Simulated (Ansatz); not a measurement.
The cluster Mg2Si. Total charge 0; quintet. Geometry B3LYP-D4/def2-TZVP; atoms count from 1.

```xyz
3

Mg   -1.238   -2.029   -0.963
Mg    1.238    2.031    0.957
Si    0.000   -0.003    0.005
```

At PBE0-D4/def2-TZVP a triplet of charge 0 lies 0.53 eV below the quintet, each at its own geometry. Another isomer (singlet) lies 0.06 eV lower at PBE0-D4/def2-TZVP.

Estimate the Mulliken populations from the PBE0/def2-TZVP orbitals of Ansatz.


| atom | charge (e) | spin (α − β) |
| --- | --- | --- |
| Mg1 | 0.21 | 0.96 |
| Mg2 | 0.21 | 0.96 |
| Si3 | -0.42 | 2.08 |
Mulliken values and Mayer orders depend strongly on the basis.

Where does the spin sit?

Summed by element: Mg 1.92, Si 2.08, of 4 unpaired in all. Largest on single atoms: Si3 2.08, Mg1 0.96, Mg2 0.96.

And the Mayer bond orders between bonded heavy atoms (over 0.3)?

Mg1–Si3 0.90 (2.56 Å); Mg2–Si3 0.90 (2.56 Å).
